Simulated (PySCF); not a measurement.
Gas-phase reaction: Si₂H₅ + 2 Cl₂ → 2 SiHCl₂ + 3 H

Method: PySCF energies plus ideal-gas RRHO corrections (1 bar). † marks an energy on the PBE0/def2-TZVP geometry and frequencies; other levels use their own. MP2 and CCSD(T) freeze the core. 6-31G* has spherical d functions here. Open shells (unrestricted): Si₂H₅ (multiplicity 2), SiHCl₂ (multiplicity 2), H (multiplicity 2); the rest are closed-shell singlets. B3LYP is the form with VWN-RPA correlation. Si₂H₅, SiHCl₂: computed as isolated molecules; such fragments, hydroxides, amides, oligomers or adducts are transient or little studied in the gas. MP2 isn't extrapolated to the basis-set limit; its ΔH°(298 K) is 24.1 kJ in def2-SVP and 49.1 kJ in def2-TZVPP. CCSD(T) isn't extrapolated to the basis-set limit; its ΔH°(298 K) is 103.0 kJ in def2-SVP and 127.3 kJ in def2-TZVPP. The harmonic model lacks anharmonicity and excited electronic states, which grow with temperature; levels with a mode under 35 cm⁻¹ are left out. Internal rotation in Si₂H₅ is treated as a harmonic vibration of one conformer, which makes the entropy rough.

| level | ΔE electronic, kJ | ΔH°(298 K), kJ | ΔS°(298 K), J/K | ΔG°(1600 K), kJ |
|---|---|---|---|---|
| B3LYP/6-31G* | 185 | 144 | 200 | -210 |
| CCSD(T)/def2-SVP† | 144 | 103 | 200 | -250 |
| CCSD(T)/def2-TZVPP† | 168 | 127 | 200 | -226 |
| HF/6-31G* | -52 | -96 | 200 | -452 |
| MP2/def2-TZVPP† | 90 | 49 | 200 | -304 |
| PBE0/def2-QZVP† | 149 | 108 | 200 | -245 |
| PBE0/def2-TZVP | 146 | 105 | 200 | -248 |
| r2SCAN/def2-TZVP† | 132 | 91 | 200 | -262 |
| LDA/def2-TZVP† | 226 | 184 | 200 | -168 |
| ωB97X-V/def2-TZVP† | 166 | 125 | 200 | -227 |
ΔH° is lowest at HF/6-31G* and highest at LDA/def2-TZVP†. No reference value is set beside these.
